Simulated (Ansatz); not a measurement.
# C₃H₄FN: a ladder of functionals and wavefunction methods

The task here is to estimate one member of a computed series from the others.

Program: Ansatz 0.2.0, Gaussian basis. Level of theory: functionals in def2-TZVPP, the program's frozen cores in correlated methods. These are calculated values, not measurements.

Plan: LDA (SPW92), PBE-D4, revPBE-D4, BLYP-D4, r2SCAN-D4, B97M-V, PBE0-D4, B3LYP-D4, r2SCANh-D4, r2SCAN0-D4, HSE06-D4, BHLYP-D4, CAM-B3LYP-D4, LC-ωPBE, ωB97X-V, ωB97M-V, B2PLYP, PBE-QIDH; CCSD(T)/def2-SVP; CCSD(T)/def2-TZVPP; MP2/def2-QZVPP; extrapolation to the limit; RPA on PBE.

## The relaxed structure

An earlier PBE0-D4 in a triple-zeta def2 set relaxation fixed the geometry.

9 atoms, charge 0, spin multiplicity 1.

Atoms are counted from 1 here; the program's logs count them from 0.

Bond lengths: N1–C2 1.378 Å, N1–H6 1.007 Å, N1–H7 1.006 Å, C2–C3 1.311 Å, C2–H8 1.088 Å, C3–C4 1.294 Å, C4–F5 1.353 Å, C4–H9 1.086 Å. Angles: C2–N1–H6 115.9°, C2–N1–H7 115.8°, H6–N1–H7 113.6°, N1–C2–C3 126.8°, N1–C2–H8 114.1°, C3–C2–H8 119.0°, C2–C3–C4 175.5°, C3–C4–F5 123.0°, C3–C4–H9 126.1°, F5–C4–H9 110.9°.

The first run:

File in.yaml:

```yaml
crystal:
  periodic: [false, false, false]
  atoms:
    - {symbol: N, position_ang: [1.557686, -0.633376, -0.627375]}
    - {symbol: C, position_ang: [0.280516, -0.797947, -0.136287]}
    - {symbol: C, position_ang: [-0.526172, 0.146083, 0.285642]}
    - {symbol: C, position_ang: [-1.306223, 1.044185, 0.795711]}
    - {symbol: F, position_ang: [-2.270823, 1.671367, 0.084197]}
    - {symbol: H, position_ang: [1.804511, 0.302005, -0.907502]}
    - {symbol: H, position_ang: [1.875464, -1.341956, -1.266924]}
    - {symbol: H, position_ang: [-0.038687, -1.836038, -0.065906]}
    - {symbol: H, position_ang: [-1.287772, 1.399277, 1.821344]}
basis:
  gaussian: {orbitals: def2-TZVPP}
hamiltonian: {xc: lda}
output: {orbitals: {seedname: orbitals}}
```

Run with:

```sh
> ansatz run in.yaml --threads 2 --pin off --events-out ev --progress --plain --max-ram 4352MiB
```

Steps of the session up to this table: LDA; PBE-D4 (GGA); revPBE-D4 (GGA); BLYP-D4 (GGA); r2SCAN-D4 (meta-GGA); B97M-V (meta-GGA); PBE0-D4 (hybrid); B3LYP-D4 (hybrid); r2SCANh-D4 (hybrid); r2SCAN0-D4 (hybrid); HSE06-D4 (hybrid); BHLYP-D4 (hybrid); CAM-B3LYP-D4 (range-separated); LC-ωPBE (range-separated); ωB97X-V (range-separated); ωB97M-V (range-separated); B2PLYP (double hybrid); PBE-QIDH (double hybrid).

One of the session's tables, all rows but one given; the rest of the session is left out.

It belongs to the step «Orbital energies across the functionals». 

| functional | HOMO (eV) | gap (eV) |
| --- | --- | --- |
| LDA (SPW92) | -5.50 | 4.50 |
| PBE-D4 | -5.32 | 4.54 |
| revPBE-D4 | -5.25 | 4.55 |
| BLYP-D4 | -5.19 | 4.48 |
| r2SCAN-D4 | -5.52 | 5.01 |
| B97M-V | -5.57 | 5.05 |
| PBE0-D4 | -6.50 | 6.65 |
| B3LYP-D4 | -6.30 | 6.16 |
| r2SCANh-D4 | -5.97 | 5.80 |
| r2SCAN0-D4 | -6.64 | 6.99 |
| HSE06-D4 | -6.10 | 5.88 |
| BHLYP-D4 | ? | ? |
| CAM-B3LYP-D4 | -7.82 | 8.95 |
| LC-ωPBE | -9.13 | 11.53 |
| ωB97X-V | -8.77 | 11.03 |
| ωB97M-V | -8.68 | 10.61 |

**Question.** Estimate the row for BHLYP-D4.

Worked estimate for «HOMO (eV)». Against the share of exact exchange, BLYP-D4 (0, -5.19), B3LYP-D4 (0.2, -6.30) give a slope of -5.55 per unit share; at 0.5 the line stands at -7.96.

The run gave: HOMO (eV): -7.58; gap (eV): 8.59. In «HOMO (eV)» the line misses by -0.38.
